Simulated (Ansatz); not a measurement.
`CNP` + H₂S → `PS` + CH₃NH₂ at 500 K and 1 bar (ligand exchange at a P–N bond).

Gas-phase electronic energies from Ansatz, PBE0-D4/def2-TZVP geometries. CBS: MP2 limit from def2 TZ/QZ plus the TZ coupled-cluster correction, frozen cores. This one scheme is used for every species. One conformer a species, not always the lowest.

```csv
species,CCSD(T)/CBS energy (Eh),H − E (kJ/mol),S (J/(mol·K))
`CNP`,-437.28343,223.2,334.9
H₂S,-398.97279,57.0,224.0
`PS`,-740.51379,96.2,298.4
CH₃NH₂,-95.75281,191.8,270.3
```

H − E and S are ideal-gas, rigid-rotor, harmonic terms from PBE0-D4/def2-TZVP, for one conformer and one mirror image of each species. 1 Eh = 2625.50 kJ/mol, R = 8.31446 J/(mol·K).

Question: By hand: ΔE, ΔH, ΔS and ΔG.

Answer: ΔE = (-740.51379) + (-95.75281) − (-437.28343) − (-398.97279) = -0.01038 Eh = -27.3 kJ/mol. Δ(H − E) = 96.2 + 191.8 − 223.2 − 57.0 = 7.8, so ΔH = -19.5 kJ/mol. ΔS = 298.4 + 270.3 − 334.9 − 224.0 = 9.8 J/(mol·K). ΔG = -19.5 − 500 × (9.8)/1000 = -24.4 kJ/mol.

Question: By hand: the equilibrium constant, and the temperature at which ΔG would vanish if ΔH and ΔS stayed fixed.

Answer: log₁₀ K = −ΔG/(RT ln 10) = 2.5. ΔH and −TΔS have one sign here, so there is no such temperature.

The number of gas molecules stays the same, so ΔS is small and ΔH decides. A doubt of 5 kJ/mol in ΔE shifts log₁₀ K by 0.5 here. Other conformers and mirror images would add mixing entropy, several J/(mol·K) or more a flexible species. These are equilibria of isolated gas molecules and say nothing of rates. Largest T1 diagnostic: 0.012 (customary marks: 0.02 for closed shells, 0.045 for open ones).

ΔS is within the doubt of such terms, so its sign, and with it that verdict, could turn.
